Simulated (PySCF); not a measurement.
## EPR parameters of C3H5

C3H5 (doublet state).
Z-matrix (Å and degrees, GFN2-xTB geometry), rows numbered from 1:
```
C 
C   1  1.3722
C   2  1.3721  1  124.28
H   1  1.0745  2  121.65  3   179.96
H   1  1.0761  2  120.91  3    -0.02
H   2  1.0834  1  117.83  3  -179.98
H   3  1.0742  2  121.71  1   179.98
H   3  1.0757  2  120.86  1    -0.08
```

The hyperfine couplings belong to this conformer and change with its torsions.

The species is `[CH2]C=C` [radical].

Method used: UKS B3LYP, pcH-1 on C H, non-relativistic, mean-field spin-orbit, GIAO in PySCF 2.14.0. Isolated species at its GFN2-xTB geometry, gas phase. A GFN2-xTB geometry isn't a minimum of the functional, and hyperfine couplings can be far from their values at a DFT geometry. ⟨S²⟩ is 0.777 where a pure state has 0.75.

```json
{"g1, g2, g3": "2.00219, 2.00278, 2.00284", "g_iso": "2.00261", "Form of g": "close to axial: the two nearest values differ by 9 % of g3 − g1", "⟨S²⟩": "0.7770 (exact 0.7500)", "HOMO–LUMO gap, α and β orbitals": "6.41, 5.88 eV"}
```

Isotropic coupling and dipolar principal values T1 to T3, in 10⁻⁴ cm⁻¹; ρ(0) is the spin density at the nucleus (1 × 10⁻⁴ cm⁻¹ = 2.998 MHz):

```csv
atom,isotope,a_iso,T1,T2,T3,Mulliken spin population,ρ(0) (bohr⁻³)
C1,13C,18.7,-17.6,-17.0,34.5,0.69,0.0498
C2,13C,-16.2,-9.8,3.9,5.9,-0.27,-0.0431
C3,13C,18.7,-17.5,-17.0,34.5,0.69,0.0498
H4,1H,-14.2,-8.6,-0.1,8.7,-0.03,-0.0095
H5,1H,-13.5,-7.3,-0.6,7.9,-0.03,-0.0091
H6,1H,4.1,-1.7,-0.5,2.2,0.01,0.0027
H7,1H,-14.2,-8.6,-0.1,8.7,-0.03,-0.0095
H8,1H,-13.5,-7.3,-0.6,7.9,-0.03,-0.0091
```

Largest spin populations (Mulliken): C1 (+0.69), C3 (+0.69) and C2 (-0.27). The positive populations add up to 1.39 and the negative ones to -0.39, together 2S = 1. The angles at C1 add up to 360.0°, so it is planar; its axial dipolar tensor and the negative couplings of its protons fit spin in a p orbital normal to that plane.

Axes: g1 is normal to the molecular plane and g2 points within 1° of the C2–H6 bond.

Under fast tumbling the dipolar parts average out, and these isotropic splittings remain: 2 × 1H (H4/H7, I = 1/2, 3 lines) with 1.52 mT, 2 × 1H (H5/H8, I = 1/2, 3 lines) with 1.45 mT and 1 × 1H (H6, I = 1/2, 2 lines) with 0.44 mT.

H4 and H5 aren't averaged: C1 is flat or nearly so (angle sum 360°), and its turn about the short C1–C2 bond (1.37 Å) is taken as slow.

The 13C coupling of C1/C3 (mean 56.0 MHz) shows only in satellite lines or after enrichment, since that isotope makes up about 1.07 % of natural carbon.

β density exceeds α density at some nuclei, such as C2 (-0.0431), H4/H7 (-0.0095) and H5/H8 (-0.0091), spin density in bohr⁻³. In a single determinant that takes different orbitals for the two spins, that is spin polarisation.
